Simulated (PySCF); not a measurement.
# MgC⁻ at UHF-SCS-MP2

Computed with UHF-SCS-MP2; Mg aug-pcseg-1, C aug-pcseg-1; no relativity (PySCF 2.14).

```
state                          : ⁴Σ⁻ (quartet), unpaired electrons σ ↑, π ↑↑
bond length                    : 2.298 Å
harmonic wavenumber            : 368 cm⁻¹
force constant                 : 0.637 mdyn/Å
rotational constant Be         : 0.3990 cm⁻¹
anharmonicity ωexe             : 3.81 cm⁻¹
vibration–rotation constant αe : 0.00573 cm⁻¹
```

Correlated steps freeze 2 core orbitals. The state was picked by a PBE0 search and need not be the measured ground state.
